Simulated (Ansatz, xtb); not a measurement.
## Ranking isomers of ClH2NSi

4 gas-phase structures of ClH2NSi, found in a search over its isomers (lower ones may exist). Each was relaxed with GFN2-xTB:

A. `[H]/N=[SiH]\Cl`, a singlet
B. `N[Si]Cl`, a singlet
C. `[H]/N=[SiH]/Cl`, a singlet
D. `N[Si]Cl`, a triplet

Q: Which do you expect lowest at r2SCAN-D4/def2-SVP, and how would the others follow?

A: Calculated order at r2SCAN-D4/def2-SVP: B (0.0), A (101.5), C (117.4), D (202.2) kJ/mol.

Energies above the lowest of each column, in kJ/mol; the last columns are at r2SCAN-D4/def2-TZVP geometries and were run for some of them only (a dash: not run or not comparable):

```json
{"structure": "B", "GFN2-xTB": "52.4", "HF/STO-3G": "0.0", "r2SCAN-D4/def2-SVP": "0.0", "r2SCAN-D4/def2-TZVP": "0.0", "CCSD(T)/def2-TZVPP": "0.0"}
{"structure": "A", "GFN2-xTB": "8.2", "HF/STO-3G": "256.8", "r2SCAN-D4/def2-SVP": "101.5", "r2SCAN-D4/def2-TZVP": "87.4", "CCSD(T)/def2-TZVPP": "98.0"}
{"structure": "C", "GFN2-xTB": "0.0", "HF/STO-3G": "278.3", "r2SCAN-D4/def2-SVP": "117.4", "r2SCAN-D4/def2-TZVP": "98.7", "CCSD(T)/def2-TZVPP": "109.0"}
{"structure": "D", "GFN2-xTB": "–", "HF/STO-3G": "230.9", "r2SCAN-D4/def2-SVP": "202.2", "r2SCAN-D4/def2-TZVP": "–", "CCSD(T)/def2-TZVPP": "–"}
```

CCSD(T)/def2-TZVPP puts B lowest of those it was run on; GFN2-xTB picks C. Flexible structures stand in one conformer each, not always the lowest. Frequencies (r2SCAN-D4/def2-TZVP) were run for A, B, C alone. GFN2-xTB has no spin polarisation and isn't compared across spin states. Open shells are spin-unrestricted.

Programs: Ansatz 0.2.0, xtb 6.7.1.
